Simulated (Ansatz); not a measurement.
Geometry optimisation, UKS PBE0-D4/def2-SVP in Ansatz.

Input file:

```yaml
crystal:
  periodic: [false, false, false]
  atoms:
    - { symbol: H, position_ang: [0.262637, 0.266811, -0.661844] }
    - { symbol: C, position_ang: [0.682482, -0.492927, -0.01177] }
    - { symbol: Cl, position_ang: [0.574701, -2.061258, -0.802246] }
    - { symbol: Cl, position_ang: [-0.252148, -0.411839, 1.504835] }
    - { symbol: O, position_ang: [-1.457493, 1.745482, -0.552406] }
    - { symbol: H, position_ang: [1.731155, -0.291487, 0.235036] }
    - { symbol: H, position_ang: [-1.541334, 1.245217, 0.288395] }
magnetization:
  spin_polarized: true
  initial_magnetization: 1
basis:
  gaussian: { orbitals: def2-SVP }
hamiltonian:
  xc: pbe0
  dispersion: d4
relax:
  f_tol: 0.03
  max_steps: 50
```

Command:

```bash
$ ansatz run input.yaml --threads 2 --pin off --max-ram 3072MiB --backend cpu --events-out ev --progress --plain --runs-dir out
```

Q: Where does it end, and by what steps?

A: The run converged. After 5 steps the energy has fallen by 0.005 eV; O5 moved furthest, 0.06 Å.

| step | energy less start (eV) | largest force component (eV/Å) | accepted |
| --- | --- | --- | --- |
| 0 | 0.0000 | 0.283 | yes |
| 1 | 0.0097 | 0.570 | no |
| 2 | -0.0028 | 0.246 | yes |
| 3 | -0.0026 | 0.341 | no |
| 4 | -0.0048 | 0.036 | yes |
| 5 | -0.0049 | 0.012 | yes |

```xyz
7
Properties=species:S:1:pos:R:3
H 0.298 0.275 -0.671
C 0.699 -0.501 -0.009
Cl 0.567 -2.068 -0.801
Cl -0.245 -0.403 1.501
O -1.511 1.770 -0.548
H 1.749 -0.322 0.246
H -1.556 1.249 0.282
```

Time of the run: 31 s on 2 threads of AMD EPYC 7B13 (Zen 3), with other jobs on the host, peak memory 0.26 GiB.
